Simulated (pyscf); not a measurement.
Addition across a multiple bond or ene-type step: `[O]=[W](=[O])([Cl])[Cl]` + `[H][H]` -> `[O]=[WH]([OH])([Cl])[Cl]`

Gas phase, singlet surface, charge 0. Bonds broken: H6–H7. Bonds formed: O1–H6, W2–H7. Single points on ωB97X-D3(BJ)/def2-SVP structures (PySCF, gas phase).

Transition state (Å):

```xyz
7

O     -1.3674    -0.2067     1.4236
W     -0.3094     0.0580     0.0012
O      1.1499     0.6878     0.5376
Cl    -1.3249     1.7278    -1.1747
Cl    -0.0597    -1.1779    -1.9357
H     -0.6877    -1.2450     1.3023
H      0.0553    -1.6516     0.6351
```

One imaginary mode, 1695i cm⁻¹; descent along it reached the two sides named.

| bond | change | reactant side (Å) | saddle | product side |
|---|---|---|---|---|
| H6–H7 | breaks | 0.760 | 1.078 | 2.500 |
| O1–H6 | forms | 3.0 | 1.247 | 0.963 |
| W2–H7 | forms | 3.5 | 1.859 | 1.691 |

Electronic energies relative to the separated reactants (kcal/mol):

| level | barrier | reaction energy | reverse barrier |
|---|---|---|---|
| ωB97X-D3(BJ)/def2-TZVP | 36.2 | +5.4 | 30.8 |
| PBE/def2-TZVP | 33.0 | +9.1 | 23.9 |
| r²SCAN/def2-TZVP | 34.1 | +7.7 | 26.4 |
| B3LYP-D3(BJ)/def2-TZVP | 37.0 | +7.2 | 29.8 |
| PBE0-D3(BJ)/def2-TZVP | 32.8 | +4.5 | 28.3 |
| M06-2X/def2-TZVP | 38.7 | +5.7 | 33.0 |
| ωB97M-D3(BJ)/def2-TZVP | 36.7 | +5.4 | 31.3 |
| HF/def2-TZVP | 48.1 | +3.4 | 44.6 |

With ωB97M-D3(BJ)/def2-TZVP energies and thermal terms (ideal gas, 1 atm, RRHO with modes under 100 cm⁻¹ raised to 100, one conformer, R ln 2 for chiral ones without a mode under 150 cm⁻¹), in kcal/mol:

```tsv
T (K)	ΔH‡	ΔG‡	ΔH	ΔG
298	37.7	46.1	+9.4	+17.2
600	36.7	55.0	+9.2	+25.2
900	36.4	64.3	+9.4	+33.1
1200	36.6	73.6	+9.9	+41.0
```

At the saddle there is also a short H–W contact that neither side keeps. This is the saddle that the search found; another between the same sides may lie lower. Elements past Kr carry the def2 core potentials, without spin-orbit coupling.
